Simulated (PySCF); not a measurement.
These are M06-2X/def2-TZVP // PBE0-D3(BJ)/def2-SVP (PySCF) values and carry that method's errors. All species are isolated molecules in the gas phase. Delta-SCF ions had no search for a lower state. 

Reference species (SMILES): `N` (neutral, multiplicity 1).

```
Quantity                                   Value
--------------------------------------  --------
dipole moment                             1.80 D
vertical ionisation energy (Delta-SCF)  11.00 eV
HOMO                                    -9.31 eV
```

Changed species: `O` (free base H2O; the reference has free base NH3).

Q: Give the shifts of the dipole moment, vertical ionisation energy (Delta-SCF) and HOMO.

A: the dipole moment goes up by 0.33 D, to 2.13 D; the vertical ionisation energy (Delta-SCF) goes up by 1.71 eV, to 12.71 eV; the HOMO decreases by 1.55 eV, to -10.86 eV.
